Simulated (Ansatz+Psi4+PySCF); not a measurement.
# doublet SF₂(+): levels of theory in one basis

```
atom   x (Å)    y (Å)   z (Å)
   S  0.0000   0.0000  0.0047
   F  0.0000   1.2106  1.0408
   F  0.0000  -1.2106  1.0408
```

Basis set: cc-pVTZ on F; cc-pV(T+d)Z on S (spherical functions). Correlated methods keep 7 orbitals frozen. Correlation on ROHF uses semicanonical orbitals with singles. Charge 1, multiplicity 2.

Computed with Ansatz (development build ahead of 0.2.0) and Psi4 1.11; each method stands on the lowest determinant of its kind that the runs found.

| method | E − E(ROHF) (eV) | <S²> of the determinant |
| --- | --- | --- |
| ROHF | 0.00 | 0.75 |
| UHF | -0.20 | 0.77 |
| UHF-MP2 | -18.06 | 0.77 |

Question: What does ROHF-MP2 give on the same scale?

Answer: -18.12 eV.
